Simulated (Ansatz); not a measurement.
A computed series for Au: pressure series

Consider Au in the fcc (Cu type) structure (space group Fm-3m, No. 225; a = 4.083 Å).

Cell and atoms are relaxed at each pressure.

All numbers come from PBEsol/PAW in Ansatz (an electronic-structure program), spin-orbit coupling left out.

| P (GPa) | V (Å³/atom) |
|---|---|
| -2.00 | 17.225 |
| -1.00 | 17.122 |
| 0.90 | 16.936 |
| 2.10 | 16.825 |
| 4.51 | 16.617 |
| 9.01 | 16.267 |
| 15.01 | 15.864 |
| 22.51 | 15.436 |
| 30.01 | 15.071 |

### Question
Fit a third-order Birch–Murnaghan equation of state.

### Answer
Least squares on P(V) = (3B₀/2)[(V₀/V)^(7/3) − (V₀/V)^(5/3)]·[1 + (3/4)(B₀′ − 4)((V₀/V)^(2/3) − 1)] gives V₀ = 17.02 Å³/atom, B₀ = 174 GPa and B₀′ = 5.7.

Measured bulk modulus of Au: 182 GPa (static lattice; corrected from measurement; as listed in Daniel Mejia-Rodriguez, S. B. Trickey, Phys. Rev. B (2018)); the computed value is 4 % below it.

Load acts through the strain it causes; cell and atoms are relaxed under it. Whether these cells are dynamically stable was not tested. No other phases were tried under pressure.
